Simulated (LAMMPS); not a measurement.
## bcc Li

All values below come from the machine-learned potential SNAP Li_Zuo_JPCA2020.quadratic.snap (LAMMPS).

Cell (relaxed at this level):

Space group Im-3m (No. 229); a = 3.4690 Å, b = 3.4690 Å, c = 3.4690 Å, α = 90.00°, β = 90.00°, γ = 90.00°

```json
[
 {"atom": "Li", "site": "2a", "symmetry": "m-3m", "x": "0.0000", "y": "0.0000", "z": "0.0000"}
]
```
(The calculation used a cell of 1 atom; values per cell refer to that cell.)

```yaml
bulk modulus B0: 8.10 GPa
elastic constant C11: 12.1 GPa
elastic constant C12: 6.17 GPa
elastic constant C44: 11.2 GPa
vacancy_formation_energy: 0.55 eV
quasi-harmonic linear expansion coefficient at 300 K: -11.4 ×10⁻⁶/K
```

Measured, for comparison: elastic constant C11 14.7 GPa (temperature not stated, not corrected to a static lattice, our sources range from 13.4 to 14.7; as tabulated in arXiv:1601.06701); elastic constant C12 11.3 GPa (temperature not stated, not corrected to a static lattice, our sources range from 11.3 to 12.5; as tabulated in Mechanics & Industry (2023), article mi220138, Table 3); elastic constant C44 9.6 GPa (temperature not stated, not corrected to a static lattice, our sources range from 9.60 to 10.7; as tabulated in Mechanics & Industry (2023), article mi220138, Table 3); vacancy formation energy 0.4 eV (not corrected to a static lattice, monovacancy; as tabulated in Riffe and Christensen (2024), arXiv:2406.09527); quasi-harmonic linear expansion coefficient at 300 K 46 ×10⁻⁶/K (temperature not stated, polycrystal mean; as tabulated in Wikipedia's data pages). Computed (rounded) less measured: elastic constant C11 -18 % (-10 % to -18 % over the range), elastic constant C12 not scored (sources differ), elastic constant C44 not scored (sources differ), vacancy formation energy +0.15 eV, quasi-harmonic linear expansion coefficient at 300 K -125 %.

A machine-learned potential is trained on density-functional data: it inherits that level's misses and adds fitting errors of its own.

Note: the model's thermal expansion at 300 K is negative.

Elastic constants are with the ions relaxed.
